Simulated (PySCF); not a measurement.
Below is a simulated gas-phase Cl 2p photoelectron spectrum of `[BH3-]Cl`.

Every computed line was given a Gaussian of 0.4 eV full width at half maximum and an area set by the number of equivalent atoms (split 2:1 within a doublet); the highest printed point is 100. The calculation used delta-SCF UKS SCAN, pcX-2 on the ionised atom, pcseg-1 elsewhere, spin-free X2C in PySCF 2.14.0.

binding energy (eV), intensity and a bar:
```
    198.7          0 
    198.8          1 
    198.9          7 ##
    199.0         22 #######
    199.1         51 ###############
    199.2         85 #########################
    199.3        100 ##############################
    199.4         83 #########################
    199.5         49 ###############
    199.6         20 ######
    199.7          6 ##
    199.8          1 
    199.9          0 
    200.0          0 
    200.1          0 
    200.2          0 
    200.3          0 
    200.4          0 
    200.5          1 
    200.6          6 ##
    200.7         17 #####
    200.8         34 ##########
    200.9         48 ##############
    201.0         48 ##############
    201.1         34 ##########
    201.2         17 #####
    201.3          6 ##
    201.4          2 
    201.5          0
```

Count the maxima, the lines and the sites behind this envelope.

The curve has 2 maxima (at 199.3 and 200.9 eV). Under it lie 2 lines from 1 inequivalent chlorine site, drawn as a 2p3/2, 2p1/2 pair.

Decompose the envelope and assign each component. Numbering: `[BH3-:1][Cl:2]`.

```
position (eV)  relative area      line  atoms           environment
       199.30           0.67  Cl 2p3/2    Cl2  chlorine bonded to B
       200.95           0.33  Cl 2p1/2    Cl2  chlorine bonded to B
```

What are the centre and the root-mean-square width of the whole band?

The area-weighted mean of the lines is 199.85 eV. Their own spread about it is 0.78 eV (rms) and each Gaussian has σ = 0.4/2.355 = 0.17 eV; the variances add, which gives 0.80 eV.

The curve has no shake-up lines and no vibrational structure. For 2p shells one spin-free hole was relaxed; a mean-field spin–orbit operator and the ground-state splitting of the three 2p orbitals were then diagonalised within the shell. The shell's mean is (2 × 2p3/2 + 2p1/2)/3, and the degeneracies 2j + 1 give areas of 2:1. 2p1/2 minus 2p3/2 (ligand field included): Cl 1.65 eV. The species carries charge -1, so core ionisation leaves a neutral species. The basis sets have no added diffuse functions. Isolated species at its PBE0-D3(BJ)/def2-SVP geometry, gas phase.
